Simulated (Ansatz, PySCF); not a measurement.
The pair A = C2H4 (SMILES C=C) (first 6 atoms), B = C2H2 (SMILES C#C); geometry from A24 set.
(charge 0, multiplicity 1):
```xyz
10

H     -0.924     1.232    -1.685
H      0.924     1.232    -1.685
H      0.924    -1.232    -1.685
H     -0.924    -1.232    -1.685
C      0.000     0.667    -1.685
C      0.000    -0.667    -1.685
H      0.000    -1.668     1.815
H      0.000     1.668     1.815
C      0.000    -0.603     1.815
C      0.000     0.603     1.815
```

Correlated levels freeze the cores. Rows in 6-31G* carry no dispersion term and start afresh at each structure (6-31G* with six Cartesian d functions).

The values were computed with Ansatz (a first-principles code); PySCF for 6-31G* rows. Values without a source in brackets are computed.

Total energies (hartree), monomers frozen at their geometry in the pair:

```csv
structure,PBE/def2-TZVPPD,B3LYP/6-31G*,MP2/aug-cc-pVDZ
AB,-155.7518120,-155.9101607,-155.4198899
A in the pair's basis,-78.5019336,-78.5882765,-78.3289744
B in the pair's basis,-77.2525488,-77.3264475,-77.0922286
A,-78.5018451,-78.5873637,-78.3283835
B,-77.2524649,-77.3256319,-77.0917159
```

**Question.** Work out the interaction energy without and with the counterpoise correction, and the superposition error, for each level.

**Answer.** 
E(AB) − E(A) − E(B), times 627.509 kcal/mol, with the monomers in their own basis and then in the pair's basis:
- PBE/def2-TZVPPD: 1.57 uncorrected, 1.68 corrected; the monomers gain 0.11 kcal/mol from borrowed functions
- B3LYP/6-31G*: 1.78 uncorrected, 2.86 corrected; the monomers gain 1.08 kcal/mol from borrowed functions
- MP2/aug-cc-pVDZ: 0.13 uncorrected, 0.82 corrected; the monomers gain 0.69 kcal/mol from borrowed functions
